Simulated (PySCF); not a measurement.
# BS radical: EPR parameters at several levels of theory

Aim: compute the EPR parameters of BS radical (`[B]=S`) at several levels, and see how far they spread and what each costs.

The runs use PySCF 2.14.0, with density-fitted response routines of our own; the level of theory stands in each step. All values are computed, except where a source is named. Atoms count from 0, in the outputs and in this text.

## 1. The starting structure

2 atoms, charge 0, multiplicity 2; geometry from: GFN2-xTB.

Bonds of the start (Å): B0–S1 1.60.

## 2. Geometry optimisation at PBE0-D3(BJ)/def2-TZVP

The job: settings as JSON, then the geometry in Å.

```
{"job": {"xc": "PBE0", "basis": "def2-TZVP", "d3": "d3bj", "grid": 2, "kind": "geom"}, "charge": 0, "multiplicity": 2}
B      0.000000     0.000000     0.000000
S      0.000000     0.000000     1.595030
```

Output:

```text
step   0  E = -422.81298621  max force = 0.011155
step   1  E = -422.81311671  max force = 0.001151
step   2  E = -422.81311818  max force = 0.000035
optimisation converged
```

Run time: 3.2 s. Hardware: 2 threads of Arm Neoverse V1, shared host.

Along the way:

```
step  energy from step 0 (eV)  largest force component (eV/Å)
   0                   0.0000                          0.5736
   1                  -0.0036                          0.0592
   2                  -0.0036                          0.0018
```

The bond:

```csv
bond,before (Å),after (Å),change (Å)
B0–S1,1.595,1.608,+0.013
```

The end geometry stands in the next job.

```
                         at the end point           value
  point group (found at 0.08 Å tolerance)             C∞v
rotational constants (GHz, main isotopes)  23.877, 23.877
                        dipole moment (D)            0.86
                                     ⟨S²⟩           0.769
```

## 3. EPR parameters: B3LYP/pcH-2

The job: settings as JSON, then the geometry in Å.

```
{"job": {"kind": "epr", "xc": "B3LYP", "basis": "pcH-2"}, "charge": 0, "multiplicity": 2}
B      0.000000     0.000000    -0.006306
S     -0.000000    -0.000000     1.601336
```

Level: UKS B3LYP, pcH-2 on B S, non-relativistic, mean-field spin-orbit, GIAO.

Output:

```text
UKS, coarse grid
  cycle   1  E = -422.98797175  |g| = 2.26e-01
  cycle   2  E = -422.87135503  |g| = 4.80e-01
  cycle   3  E = -423.01669261  |g| = 7.44e-02
  cycle   4  E = -423.01951986  |g| = 2.36e-02
  cycle   5  E = -423.01987963  |g| = 4.61e-03
  cycle   6  E = -423.01991408  |g| = 1.47e-03
  cycle   7  E = -423.01992449  |g| = 5.37e-04
  cycle   8  E = -423.01992629  |g| = 1.37e-04
UKS, final grid
  cycle   1  E = -423.01992288  |g| = 2.20e-04
  cycle   2  E = -423.01992275  |g| = 5.16e-04
  cycle   3  E = -423.01992292  |g| = 2.51e-05
  cycle   4  E = -423.01992293  |g| = 1.66e-05
internal stability: stable
E = -423.01992293 Eh   <S^2> = 0.7609 (exact 0.7500)
g shifts (ppm)      1          2          3
  rmc          -111       -111       -111
  gc             16         16         17
  oz_so       -9041      -9041         -0
  total       -9136      -9136        -94
hyperfine (MHz)  atom isotope    a_iso     a_fc   dipolar eigenvalues
    0   11B     828.74     829.57    -33.87    -33.87     67.74
    1   33S       2.83       2.53    -23.02    -23.02     46.03
```

Wall time 7.5 s (2 threads of Arm Neoverse V1, shared host).

Principal g values 1.99318, 1.99318, 2.00223; g(iso) = 1.99620, against 2.00232 for a free electron.

Hyperfine couplings, nucleus by nucleus at this fixed geometry (no averaging over rotations):

| nuclei | isotope | a(iso) (MHz) | a(iso) (G, at g = 2.0023) | largest dipolar term (MHz) |
| --- | --- | --- | --- | --- |
| B0 | 11B | 828.7 | 295.7 | 67.7 |
| S1 | 33S | 2.8 | 1.0 | 46.0 |

Mulliken spin populations:

```csv
atom,value (e)
B0,1.03
S1,-0.03
```

In first order the couplings over 0.8 MHz of 11B give 4 distinct lines over 887.1 G.

## 4. g tensor and hyperfine couplings: PBE0/pcH-2

The job: settings as JSON, then the geometry in Å.

```
{"job": {"kind": "epr", "xc": "PBE0", "basis": "pcH-2"}, "charge": 0, "multiplicity": 2}
B      0.000000     0.000000    -0.006306
S     -0.000000    -0.000000     1.601336
```

With the program's defaults for keys left out, this is: UKS PBE0, pcH-2 on B S, non-relativistic, mean-field spin-orbit, GIAO.

Output:

```text
UKS, coarse grid
  cycle   1  E = -422.78933376  |g| = 2.27e-01
  cycle   2  E = -422.70367264  |g| = 4.26e-01
  cycle   3  E = -422.81931940  |g| = 6.81e-02
  cycle   4  E = -422.82184705  |g| = 1.91e-02
  cycle   5  E = -422.82213532  |g| = 5.35e-03
  cycle   6  E = -422.82220200  |g| = 2.40e-03
  cycle   7  E = -422.82223349  |g| = 9.69e-04
  cycle   8  E = -422.82223926  |g| = 2.02e-04
UKS, final grid
  cycle   1  E = -422.82223608  |g| = 2.31e-04
  cycle   2  E = -422.82223599  |g| = 4.70e-04
  cycle   3  E = -422.82223614  |g| = 4.52e-05
  cycle   4  E = -422.82223615  |g| = 1.63e-05
  cycle   5  E = -422.82223615  |g| = 7.03e-06
internal stability: stable
E = -422.82223615 Eh   <S^2> = 0.7691 (exact 0.7500)
g shifts (ppm)      1          2          3
  rmc          -102       -102       -102
  gc             15         15          9
  oz_so       -9024      -9024         -0
  total       -9111      -9111        -93
hyperfine (MHz)  atom isotope    a_iso     a_fc   dipolar eigenvalues
    0   11B     804.31     805.02    -31.53    -31.53     63.05
    1   33S       4.00       3.83    -24.11    -24.11     48.21
```

It took 8.5 s on 2 threads of Arm Neoverse V1, shared host.

This run: g(iso) 1.99621.

## 5. EPR parameters: PBE/pcH-2

The job: settings as JSON, then the geometry in Å.

```
{"job": {"kind": "epr", "xc": "PBE", "basis": "pcH-2"}, "charge": 0, "multiplicity": 2}
B      0.000000     0.000000    -0.006306
S     -0.000000    -0.000000     1.601336
```

Method: UKS PBE, pcH-2 on B S, non-relativistic, mean-field spin-orbit, GIAO.

Output:

```text
UKS, coarse grid
  cycle   1  E = -422.76176290  |g| = 2.48e-01
  cycle   2  E = -422.62584883  |g| = 5.03e-01
  cycle   3  E = -422.76379871  |g| = 2.05e-01
  cycle   4  E = -422.78919296  |g| = 5.19e-02
  cycle   5  E = -422.79088317  |g| = 4.78e-03
  cycle   6  E = -422.79089271  |g| = 1.74e-03
  cycle   7  E = -422.79089616  |g| = 4.60e-04
UKS, final grid
  cycle   1  E = -422.79089133  |g| = 1.15e-03
  cycle   2  E = -422.79088220  |g| = 3.86e-03
  cycle   3  E = -422.79089231  |g| = 1.01e-04
  cycle   4  E = -422.79089232  |g| = 5.26e-05
  cycle   5  E = -422.79089233  |g| = 1.89e-05
internal stability: stable
E = -422.79089233 Eh   <S^2> = 0.7645 (exact 0.7500)
g shifts (ppm)      1          2          3
  rmc          -106       -106       -106
  gc             13         13          9
  oz_so       -9005      -9005         -0
  total       -9098      -9098        -97
hyperfine (MHz)  atom isotope    a_iso     a_fc   dipolar eigenvalues
    0   11B     784.42     785.22    -32.44    -32.44     64.88
    1   33S       4.34       4.11    -23.58    -23.58     47.16
```

Run time: 6.4 s. Hardware: 2 threads of Arm Neoverse V1, shared host.

This run: g(iso) 1.99622.

## 6. g tensor and hyperfine couplings: CAM-B3LYP/pcH-2

The job: settings as JSON, then the geometry in Å.

```
{"job": {"kind": "epr", "xc": "CAM-B3LYP", "basis": "pcH-2"}, "charge": 0, "multiplicity": 2}
B      0.000000     0.000000    -0.006306
S     -0.000000    -0.000000     1.601336
```

Method: UKS CAM-B3LYP, pcH-2 on B S, non-relativistic, mean-field spin-orbit, GIAO.

Output:

```text
UKS, coarse grid
  cycle   1  E = -422.94212086  |g| = 2.41e-01
  cycle   2  E = -422.90032040  |g| = 3.76e-01
  cycle   3  E = -422.98669020  |g| = 3.11e-02
  cycle   4  E = -422.98792355  |g| = 1.20e-02
  cycle   5  E = -422.98837426  |g| = 4.87e-03
  cycle   6  E = -422.98847414  |g| = 2.79e-03
  cycle   7  E = -422.98849667  |g| = 1.37e-03
  cycle   8  E = -422.98850866  |g| = 5.81e-04
  cycle   9  E = -422.98851058  |g| = 9.60e-05
UKS, final grid
  cycle   1  E = -422.98850806  |g| = 5.10e-05
  cycle   2  E = -422.98850807  |g| = 3.53e-05
  cycle   3  E = -422.98850807  |g| = 3.20e-05
  cycle   4  E = -422.98850808  |g| = 1.24e-05
internal stability: stable
E = -422.98850808 Eh   <S^2> = 0.7626 (exact 0.7500)
g shifts (ppm)      1          2          3
  rmc          -109       -109       -109
  gc             16         16         10
  oz_so       -9179      -9179         -0
  total       -9271      -9271        -99
hyperfine (MHz)  atom isotope    a_iso     a_fc   dipolar eigenvalues
    0   11B     823.60     824.41    -33.92    -33.92     67.84
    1   33S       4.80       4.52    -23.28    -23.28     46.55
```

It took 9.5 s on 2 threads of Arm Neoverse V1, shared host.

This run: g(iso) 1.99611.

## 7. Comparing the runs: EPR parameters

g, ⟨S²⟩ and isotropic hyperfine couplings (MHz), with basis size and wall time:

```csv
run,g(iso),⟨S²⟩,11B B0,33S S1,functions,time
B3LYP/pcH-2,1.99620,0.761,828.7,2.8,113,7.5 s
PBE0/pcH-2,1.99621,0.769,804.3,4.0,113,8.5 s
PBE/pcH-2,1.99622,0.765,784.4,4.3,113,6.4 s
CAM-B3LYP/pcH-2,1.99611,0.763,823.6,4.8,113,9.5 s
```

## 8. Summary of results

```
                            quantity                 value
                         point group                   C∞v
rotational constants (main isotopes)      23.88, 23.88 GHz
                      g(iso) (B3LYP)               1.99620
                                ⟨S²⟩    0.761 (exact 0.75)
                      largest a(iso)  11B on B0, 828.7 MHz
```

In words: Single values in the summary come from the first run of each kind that ended normally (B3LYP/pcH-2), which need not be the best level. Relaxing lowered the energy by 0.004 eV in 2 steps; the close pair that moved most is B0–S1, from 1.595 to 1.608 Å. Most of the unpaired spin sits on B0 (1.03 e). The isotropic g lies 6.1 ppt below the free-electron value. The coupling of 11B on B0 runs from 784.4 (PBE/pcH-2) to 828.7 MHz (B3LYP/pcH-2).
